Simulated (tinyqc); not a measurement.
Inside a calculation. Method: Hueckel theory of the pi electrons, for the molecule C=C[CH2+] (SMILES; centres numbered as the heavy atoms are written). Computed by tinyqc, a small Python program that keeps every step. Settings: charge = 1. Command: `OMP_NUM_THREADS=1 python tinyqc.py 30593 30594 out.jsonl` (the two numbers bound the seeds that draw the settings). One thread of a shared host (Intel(R) Xeon(R) Processor @ 2.60GHz), about 0.01 s of CPU time with the checks.

## The Hueckel matrix

Centres:
```
centre  z_r, pi electrons of the neutral centre        h
1C                                            1  0.00000
2C                                            1  0.00000
3C                                            1  0.00000
```

Bonds:
```
i  j  k
1  2  1
2  3  1
```

H_rr = alpha + h_r beta, H_rs = k_rs beta for bonded centres.

Hueckel matrix in units of beta (H = alpha + beta A), order 1C, 2C, 3C:
```
[[0.00000, 1.00000, 0.00000],
 [1.00000, 0.00000, 1.00000],
 [0.00000, 1.00000, 0.00000]]
```

## Orbitals

pi electrons, sum of z_r less the charge = 2

Diagonalise; E = alpha + x beta with beta < 0, so the largest x are filled first; degenerate levels share their electrons. P = sum n_i c_ri c_si; each orbital has its largest coefficient positive (the first on a tie).

x values: [1.41421, 0.00000, -1.41421]

occupations: [2.00000, 0.00000, 0.00000]

coefficients, order 1C, 2C, 3C:
```
[[0.50000, 0.70711, -0.50000],
 [0.70711, 0.00000, 0.70711],
 [0.50000, -0.70711, -0.50000]]
```

charge and bond-order matrix P, order 1C, 2C, 3C:
```
[[0.50000, 0.70711, 0.50000],
 [0.70711, 1.00000, 0.70711],
 [0.50000, 0.70711, 0.50000]]
```

## Energy, charges, bond orders

E = sum n x; q_r = z_r - P_rr; bond order p = P_rs; free valence = sqrt(3) - sum of p over the bonds of the atom.

pi energy = 2 alpha + this times beta = 2.82843

pi charges: [0.50000, 0.00000, 0.50000]

Bond orders and lengths from R = 1.517 - 0.180 p (angstrom, C-C alone):
```
bond        p        R
1-2   0.70711  1.38972
2-3   0.70711  1.38972
```

free valence of the carbons: [1.02494, 0.31784, 1.02494]

gap between the highest filled and the next level = 1.41421 |beta|
